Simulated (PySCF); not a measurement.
**`SC1CCC1`: 4 charge schemes on one density**

Compound: C4H8S.
Cartesian coordinates in Å at the GFN2-xTB level; atoms count from 1:
```xyz
13
C4H8S angstrom
S      1.8355   -1.1574   -0.9912
C      0.5950   -0.5346    0.1998
C      0.3132    0.9733    0.1783
C     -1.1911    0.6651    0.1136
C     -0.8617   -0.8052   -0.1903
H      2.8809   -0.5816   -0.4019
H      0.8627   -0.9209    1.1830
H      0.6839    1.4477   -0.7281
H      0.6610    1.5332    1.0443
H     -1.7515    1.1946   -0.6531
H     -1.6895    0.7947    1.0719
H     -1.3793   -1.5569    0.4014
H     -0.9636   -1.0515   -1.2454
```

Density: PBE0/pcSseg-1 (PySCF); schemes: Mulliken, IAO, Hirshfeld and ESP-fitted. One conformer (not necessarily the lowest) at the GFN2-xTB geometry, without solvent, vibrations or thermal averaging.

Question: Tabulate the Mulliken, IAO, Hirshfeld and ESP-fitted charges.

Answer: In e; atoms taken as equivalent share a row and are averaged (×n: the atom named and its like, n in all):

| atom | environment | Mulliken | IAO | Hirshfeld | ESP-fitted |
| --- | --- | --- | --- | --- | --- |
| S1 | thiol sulfur | -0.093 | -0.090 | -0.074 | -0.361 |
| C2 | sp3 carbon bound to sulfur | -0.417 | -0.184 | -0.026 | -0.095 |
| C3/C5 | four-membered-ring carbon | -0.141 | -0.267 | -0.075 | +0.090 |
| C4 | four-membered-ring carbon | -0.238 | -0.264 | -0.068 | -0.276 |
| H6 | S–H hydrogen | +0.131 | +0.086 | +0.048 | +0.198 |
| H7 | methine hydrogen | +0.150 | +0.145 | +0.038 | +0.097 |
| H8/H13 | methylene hydrogen | +0.124 | +0.144 | +0.037 | +0.043 |
| H9/H12 | methylene hydrogen | +0.128 | +0.138 | +0.039 | +0.003 |
| H10 | methylene hydrogen | +0.126 | +0.139 | +0.040 | +0.076 |
| H11 | methylene hydrogen | +0.120 | +0.138 | +0.040 | +0.089 |

Mean size of the charges over all atoms: IAO 0.165 e, Mulliken 0.159 e, ESP-fitted 0.118 e, Hirshfeld 0.049 e. Each set sums to the total charge, 0, to within 0.001 e. The ESP scheme is a least-squares fit of atom-centred charges to the potential on four shells outside the van der Waals surface, with the total charge fixed.

Some averages cover members that differ in this geometry: C3/C5, ESP-fitted -0.001 to +0.181; H8/H13, ESP-fitted -0.012 to +0.099; H9/H12, ESP-fitted -0.025 to +0.030 e.

Lowest charge. The schemes don't all agree: Mulliken C2 (-0.417); IAO C3/C5 (-0.267); Hirshfeld C3/C5 (-0.075); ESP-fitted S1 (-0.361).

Highest charge. The schemes don't all agree: Mulliken H7 (+0.150); IAO H7 (+0.145); Hirshfeld H6 (+0.048); ESP-fitted H6 (+0.198).

Question: How closely do the schemes follow one another over all atoms?

Answer: Correlation coefficient and root-mean-square difference: IAO with Hirshfeld 0.95, 0.128 e; Mulliken with IAO 0.89, 0.083 e; Mulliken with Hirshfeld 0.80, 0.140 e; Hirshfeld with ESP-fitted 0.54, 0.136 e; Mulliken with ESP-fitted 0.51, 0.166 e; IAO with ESP-fitted 0.39, 0.184 e.

Question: How many electrons does the Hirshfeld scheme count on C3?

Answer: Its own charge is -0.078 e, so Z − q = 6.078.

Question: Sum the charges by element, for elements with more than one atom.

Answer: 
| element | atoms | Mulliken | IAO | Hirshfeld | ESP-fitted |
| --- | --- | --- | --- | --- | --- |
| C | 4 | -0.937 | -0.983 | -0.244 | -0.191 |
| H | 8 | +1.031 | +1.073 | +0.319 | +0.552 |
